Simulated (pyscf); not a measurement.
H₂N–SiH(NH₂)–NH₂ + SiH₄ → H₂N–SiH(NH₂)–NH–SiH₃ + H₂ (four-centre exchange; singlet surface; H–N, H–Si broken, N–Si, H–H formed). PySCF, gas phase, ωB97X-D3(BJ)/def2-SVP geometries. Energies in kJ/mol from the separated reactants.

```csv
level,barrier,reaction energy
ωB97X-D3(BJ)/def2-TZVP,168.7,-40.1
PBE/def2-TZVP,163.5,-24.1
r²SCAN/def2-TZVP,165.9,-33.8
B3LYP-D3(BJ)/def2-TZVP,173.9,-34.4
PBE0-D3(BJ)/def2-TZVP,?,?
ωB97M-D3(BJ)/def2-TZVP,?,-32.4
```

Problem. Complete the blanks.

Solution. 
- PBE0-D3(BJ)/def2-TZVP, barrier: 161.0
- PBE0-D3(BJ)/def2-TZVP, reaction energy: -30.7
- ωB97M-D3(BJ)/def2-TZVP, barrier: 173.8

The functionals in the table span 12.9 kJ/mol in this barrier, from PBE0-D3(BJ) to B3LYP-D3(BJ). At the saddle there is also a short H–Si contact that neither side keeps. This is the saddle that the search found; another between the same sides may lie lower.
